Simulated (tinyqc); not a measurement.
G0W0 on RHF in the sto-6g basis, for H2O, spin multiplicity 1, step by step. One step of it, computed by the program tinyqc.

Problem. G0W0 on Hartree-Fock: HOMO. W(p,q,m) = sqrt2 sum_ia (pq|ia) (X+Y)_ia,m; Sigma_c(x) = sum_(i,m) W^2/(x - e_i + w_m) + sum_(a,m) W^2/(x - e_a - w_m); solve x = e_p + Sigma_c(x) by Newton steps; Z = 1/(1 - dSigma/dx); 1 hartree = 27.211386 eV.

orbital energies (hartree): MO1 -20.527575, MO2 -1.240186, MO3 -0.556577, MO4 -0.467193, MO5 -0.399104, MO6 0.518671, MO7 0.598338

Two-electron integrals over orbitals (pq|rs), unique and non-zero (hartree):
```
(11|11) 4.763021    (21|11) -0.434297   (21|21) 0.063990    (22|11) 1.028104
(22|21) -0.015390   (22|22) 0.728255    (31|31) 0.011500    (32|31) 0.017490
(32|32) 0.134405    (33|11) 0.786366    (33|21) -0.004449   (33|22) 0.631603
(33|33) 0.612376    (41|11) 0.185301    (41|21) -0.025070   (41|22) 0.014334
(41|33) 0.005760    (41|41) 0.026730    (42|11) -0.155318   (42|21) 0.009373
(42|22) -0.015985   (42|33) 0.003069    (42|41) 0.017004    (42|42) 0.128507
(43|31) -0.003358   (43|32) 0.023108    (43|43) 0.054176    (44|11) 0.947136
(44|21) -0.011770   (44|22) 0.662360    (44|33) 0.579515    (44|41) -0.009169
(44|42) -0.095548   (44|44) 0.717015    (51|51) 0.026669    (52|51) 0.032812
(52|52) 0.148525    (53|53) 0.027782    (54|51) -0.012951   (54|52) -0.046998
(54|54) 0.051131    (55|11) 1.117095    (55|21) -0.011428   (55|22) 0.753549
(55|33) 0.616767    (55|41) 0.004608    (55|42) -0.080850   (55|44) 0.697659
(55|55) 0.880663    (61|11) -0.214529   (61|21) 0.034058    (61|22) -0.001278
(61|33) 0.000914    (61|41) 0.000963    (61|42) 0.021534    (61|44) -0.017203
(61|55) -0.005180   (61|61) 0.030269    (62|11) 0.287983    (62|21) -0.006671
(62|22) 0.138811    (62|33) 0.074652    (62|41) 0.019042    (62|42) 0.027205
(62|44) 0.066628    (62|55) 0.147387    (62|61) 0.010056    (62|62) 0.099495
(63|31) 0.003250    (63|32) -0.031515   (63|43) -0.032827   (63|63) 0.067600
(64|11) 0.257482    (64|21) -0.002808   (64|22) 0.116845    (64|33) 0.049676
(64|41) -0.000053   (64|42) -0.053311   (64|44) 0.131059    (64|55) 0.142541
(64|61) -0.002247   (64|62) 0.058129    (64|64) 0.094000    (65|51) 0.013507
(65|52) 0.052285    (65|54) 0.003776    (65|65) 0.035651    (66|11) 0.814573
(66|21) -0.007774   (66|22) 0.611543    (66|33) 0.563382    (66|41) 0.018954
(66|42) 0.048220    (66|44) 0.554682    (66|55) 0.591468    (66|61) 0.009296
(66|62) 0.100213    (66|64) 0.051919    (66|66) 0.598861    (71|31) 0.014998
(71|32) 0.021626    (71|43) -0.004506   (71|63) 0.003815    (71|71) 0.019590
(72|31) 0.014488    (72|32) 0.048846    (72|43) -0.034462   (72|63) 0.032530
(72|71) 0.018092    (72|72) 0.064847    (73|11) 0.366254    (73|21) -0.006904
(73|22) 0.152504    (73|33) 0.090298    (73|41) -0.000640   (73|42) -0.083211
(73|44) 0.141159    (73|55) 0.196882    (73|61) -0.006131   (73|62) 0.070338
(73|64) 0.098862    (73|66) 0.043694    (73|73) 0.160539    (74|31) -0.009080
(74|32) -0.076606   (74|43) -0.010071   (74|63) 0.050068    (74|71) -0.011680
(74|72) -0.015416   (74|74) 0.073211    (75|53) 0.023708    (75|75) 0.023902
(76|31) 0.007916    (76|32) 0.086750    (76|43) 0.057657    (76|63) -0.059696
(76|71) 0.009848    (76|72) -0.008679   (76|74) -0.061644   (76|76) 0.111006
(77|11) 0.831140    (77|21) -0.008164   (77|22) 0.609635    (77|33) 0.592433
(77|41) 0.003942    (77|42) -0.012914   (77|44) 0.581699    (77|55) 0.606297
(77|61) -0.003304   (77|62) 0.062629    (77|64) 0.043728    (77|66) 0.560637
(77|73) 0.084176    (77|77) 0.598899
```

excitation energies w (hartree): 0.986504  1.044154  1.070051  1.104044  1.288194  1.457393  1.967848  1.985566  21.106702  21.165071

X + Y:
```
            1         2          3          4          5          6          7          8
1>6  0.000000  0.000000   0.000009   0.000000   0.000000   0.001636   0.000000  -0.001470
1>7  0.000000  0.000000   0.000000  -0.001702   0.001104   0.000000  -0.003404   0.000000
2>6  0.000000  0.000000  -0.059046   0.000000   0.000000  -0.308174   0.000000   0.902349
2>7  0.000000  0.000000   0.000000  -0.093184  -0.035768   0.000000   0.963624   0.000000
3>6  0.000000  0.000000   0.000000   0.704056   0.636758   0.000000   0.053670   0.000000
3>7  0.000000  0.000000  -0.411450   0.000000   0.000000   0.788924   0.000000   0.183256
4>6  0.000000  0.000000   0.880261   0.000000   0.000000   0.303194   0.000000   0.107045
4>7  0.000000  0.000000   0.000000  -0.684740   0.651624   0.000000  -0.021316   0.000000
5>6  0.964537  0.000000   0.000000   0.000000   0.000000   0.000000   0.000000   0.000000
5>7  0.000000  0.977376   0.000000   0.000000   0.000000   0.000000   0.000000   0.000000

             9         10
1>6   0.998567   0.000000
1>7   0.000000   0.999074
2>6   0.000160   0.000000
2>7   0.000000   0.000299
3>6   0.000000   0.000037
3>7  -0.000064   0.000000
4>6  -0.000020   0.000000
4>7   0.000000  -0.000111
5>6   0.000000   0.000000
5>7   0.000000   0.000000
```

Give: The 12 largest terms at x = e_p; Newton steps; quasiparticle energy of the HOMO; Hartree-Fock value.

Solution.

The 12 largest terms at x = e_p (hartree; W for the signs of X + Y given):

| q | m | W | term |
|---|---|---|---|
| 5 | 8 | 0.261 | 0.034 |
| 5 | 6 | 0.217 | 0.032 |
| 2 | 1 | 0.071 | 2.78e-03 |
| 5 | 3 | 0.051 | 2.39e-03 |
| 6 | 1 | 0.049 | -1.24e-03 |
| 3 | 2 | 0.033 | 8.94e-04 |
| 7 | 2 | 0.033 | -5.35e-04 |
| 4 | 1 | 0.005 | 2.52e-05 |
| 1 | 1 | 0.018 | 1.61e-05 |
| 5 | 9 | -0.007 | 2.53e-06 |

Newton steps (hartree):

| step | x | Sigma_c(x) | Z |
|---|---|---|---|
| 0 | -0.399 | 0.071 | 0.957 |
| 1 | -0.331 | 0.068 | 0.960 |
| 2 | -0.331 | 0.068 | 0.960 |
| 3 | -0.331 | 0.068 | 0.960 |

quasiparticle energy of the HOMO = -9.015 eV

Hartree-Fock value = -10.860 eV
